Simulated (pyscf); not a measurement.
H₂S (SMILES S) + GeH₄ (SMILES [GeH4]) -> H₂S (SMILES S) + H₂ (SMILES [H][H]) + GeH₂ (SMILES [GeH2]) [singlet], a multi-bond step (singlet surface; H–S, Ge–H, Ge–H broken, H–S, H–H formed). Single points on ωB97X-D3(BJ)/def2-SVP structures (PySCF, gas phase). Energies in kcal/mol from the separated reactants.

Small-basis levels: PySCF, no dispersion term, spherical d functions. AM1 to PM7: differences of heats of formation from MOPAC, which are fitted to 298 K values and so differ in kind from electronic energies by zero-point and thermal terms. GFN2-xTB: tblite. 

```
level                    barrier  reaction energy
-----------------------  -------  ---------------
HF/STO-3G                  127.1            +85.6
HF/3-21G                    89.2            +42.1
BP86/6-31G*+LANL2DZ         53.7            +42.9
B3LYP/6-31G*+LANL2DZ         ___            +41.8
M06-2X/6-31G*+LANL2DZ       66.4            +43.9
B3LYP/6-311+G**+LANL2DZ     63.7            +44.5
PBE/def2-SVP                46.6            +46.1
B3LYP/def2-SVP               ___            +43.4
GFN2-xTB                    50.8            +26.6
AM1                         33.8            +35.8
PM6                         44.0            +29.8
PM7                         46.4            +32.1
ωB97M-D3(BJ)/def2-TZVP       ___            +43.1
```

Question: Some entries are withheld; supply them.

Answer: 
- B3LYP/6-31G*+LANL2DZ, barrier: 64.2
- B3LYP/def2-SVP, barrier: 58.4
- ωB97M-D3(BJ)/def2-TZVP, barrier: 65.1

Against the last row the barrier runs from -31.3 (AM1) to +62.0 kcal/mol (HF/STO-3G). At AM1 this geometry lies under one side, so the entry may be no barrier of that level: it is a single point on another level's saddle. ωB97M-D3(BJ)/def2-TZVP has limits of its own. On the product side the descent ends in a bound adduct (not fully relaxed), 9.3 kcal/mol under the separated species and 28.1 kcal/mol under the saddle at ωB97X-D3(BJ)/def2-TZVP. The same reactants have a lower exit, to HS–GeH₃ + H₂ (barrier +55.1 kcal/mol at ωB97M-D3(BJ)/def2-TZVP, against +65.1 kcal/mol here). One saddle was located; it need not be the lowest between these sides. In the def2 sets elements up to Kr have no core potential.
